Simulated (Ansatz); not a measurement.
Gas-phase electronic energies from Ansatz, PBE0-D4/def2-TZVP geometries. CCSD(T)/CBS adds triple-zeta CCSD(T) − MP2 to the extrapolated MP2 energy (def2 sets, frozen cores). DFT in def2-TZVPP. Each species was taken in one conformer, which may not be the lowest.

`CC(C)(F)C=S` + `CCS` → `CCSC=S` + `CC(C)F`  (substitution at a C–C bond)

CCSD(T)/CBS gives -21.6 kJ/mol.

(1) Another level gave -31.4 kJ/mol. Which?
A. PBE/def2-TZVPP
B. MP2/def2-TZVPP
C. B2PLYP/def2-TZVPP
D. r2SCAN/def2-TZVPP

Largest T1 diagnostic among the species: 0.015.

## Answers

(1) C. B2PLYP -31.4, MP2/def2-TZVPP -23.2, PBE -44.1, r2SCAN -38.6 kJ/mol.

From PBE to PBE0 (25 % exact exchange), in def2-TZVPP and without D4, ΔE moves by +9.3 kJ/mol.
